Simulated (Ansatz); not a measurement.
**Isomers**

Structures of C₂H₂Li (charge +1), singlet, relaxed at PBE0-D4/def2-TZVP (vibrations not checked; lower isomers may exist, and structures with a doubtful reference or unclear bonds are left out). Ansatz 0.2.0; basis: def2-TZVPP; cores frozen in the correlated methods. The outer core shell of Li, Na, Mg and K is correlated. B3LYP uses VWN-RPA correlation.

Q: Rank them by CCSD(T) energy, lowest first, and give each one's height above the lowest. Links in brackets join atoms within 1.22 times the sum of their covalent radii (1.1 for two metals). (To be estimated.)
A.
C₂H₂Li ([Li][C][CH2]), total charge +1
```
5
angstrom
Li -2.3320 0.6891 1.0372
C -0.5082 0.1501 0.2264
C 0.6141 -0.1815 -0.2731
H 0.8572 -1.2296 -0.4723
H 1.3689 0.5719 -0.5182
```
B.
C₂H₂Li ([Li]1[CH][CH]1), total charge +1
```
5
angstrom
Li -1.2912 0.4101 1.1719
C 0.0170 -0.6137 -0.3855
C 0.5668 0.4284 -0.1444
H -0.4098 -1.5595 -0.6559
H 1.1172 1.3349 0.0139
```
C.
C₂H₂Li ([Li][C]1[H][CH]1), total charge +1
```
5
angstrom
Li -2.5019 0.4960 -0.8415
C -0.5630 0.3073 -0.2138
C 0.6134 0.2706 0.1741
H 0.0497 -0.8148 -0.1124
H 1.6343 0.2812 0.5147
```

A: By the calculation: B (0.000 eV), C (1.164 eV), A (1.250 eV). Heights count from the lowest.

Q: Do PBE-D4, r2SCAN-D4, PBE0-D4, B3LYP-D4, wB97M-V, HF, MP2 give the same order? (Judge from chemistry; the calculation decides.)

A: By the calculation: Lowest first: B3LYP-D4 B < A < C; HF B < A < C. The others agree with CCSD(T).

No T1 diagnostic of these runs exceeds 0.020.

For scale, one of the runs: CCSD(T)/def2-TZVPP, 109 basis functions, launched by `ansatz run in.yaml --threads 2 --pin off --events-out ev --progress --plain --max-ram 4352MiB`. The run took about 2.5 s on 2 CPU threads of an Arm Neoverse V1 (shared host).
